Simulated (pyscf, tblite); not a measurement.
`[CH3][CH2][ZnH]` + `[FH]` → `[CH3][CH2][Zn][F]` + `[H][H]`: energy along the mass-weighted descent from the GFN2-xTB saddle (tblite), relative to the relaxed reactant side, a complex of the molecules.

(s (amu^1/2 bohr), E (kcal/mol)): (-5.53, 1.8); (-5.33, 2.0); (-5.10, 2.3); (-4.90, 2.5); (-4.64, 2.9); (-4.37, 3.2); (-4.11, 3.6); (-3.79, 4.1); (-2.88, 4.9); (-1.44, 5.7); (0.000, 10.3); (1.44, 0.3); (2.88, -7.2); (4.32, -10.5); (5.76, -12.2); (6.86, -13.4); (7.25, -13.9); (7.53, -14.3); (7.80, -14.5); (7.99, -14.7); (8.17, -14.8)

**Question.** The GFN2-xTB barrier from the reactant side is 10.3 kcal/mol. What does ωB97X-D3(BJ) (PySCF) give from its own reactant-side minimum, in def2-SVP and in def2-TZVP?

**Answer.** 9.4 kcal/mol in the double-zeta basis after reoptimising the saddle, and 11.2 kcal/mol in the triple-zeta single point, so the tight-binding barrier lies 0.9 kcal/mol under the latter. The imaginary mode goes from 1328i to 927i cm⁻¹.
